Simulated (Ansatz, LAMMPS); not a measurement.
**Rock-salt RbCl: properties by level of theory**

Reference values: lattice constant a 6.532 Å (measured, low temperature, zero-point motion not removed; as tabulated in Doll and Stoll (1998), arXiv:cond-mat/9801031); bulk modulus 18.7 GPa (measured, 4 K, zero-point motion not removed; as tabulated in Doll and Stoll (1998), arXiv:cond-mat/9801031).

```
level (code)                                                     equilibrium lattice constant a (Å)  bulk modulus (GPa)
---------------------------------------------------------------  ----------------------------------  ------------------
ionic model joung2008 (rigid ions, set for SPC/E water, LAMMPS)                               6.542                24.7
B3LYP (VWN-RPA form) (Ansatz)                                                            (withheld)                14.1
HSE06 (Ansatz)                                                                           (withheld)                15.0
PBE0 (Ansatz)                                                                                 6.655                15.0
```

Problem. Fill in the missing entries.

Solution. 
- B3LYP (VWN-RPA form) (Ansatz, a quantum-chemistry and plane-wave program), equilibrium lattice constant a (Å): 6.737
- HSE06 (Ansatz), equilibrium lattice constant a (Å): 6.659

Differences from the reference values (errors of the level alone only where the reference is corrected to a static lattice):

| level | lattice constant a (%) | bulk modulus (%) |
|---|---|---|
| ionic model joung2008 | +0.15 | +32 |
| B3LYP (VWN-RPA form) | +3.14 | -25 |
| HSE06 | +1.94 | -19.8 |
| PBE0 | +1.88 | -19.8 |

Nearest: lattice constant a, not ranked (one source); bulk modulus, not ranked (one source).

Empirical potentials (ionic model joung2008) are fitted to chosen data: where that held the value shown, agreement is built in, and what lay outside the fit can be far off.

Ansatz's density-functional and Hartree–Fock values are scalar-relativistic unless marked +SOC, with PAW data made under PBE.

Differences are worked out from the printed values.

Computed values are for the static lattice.
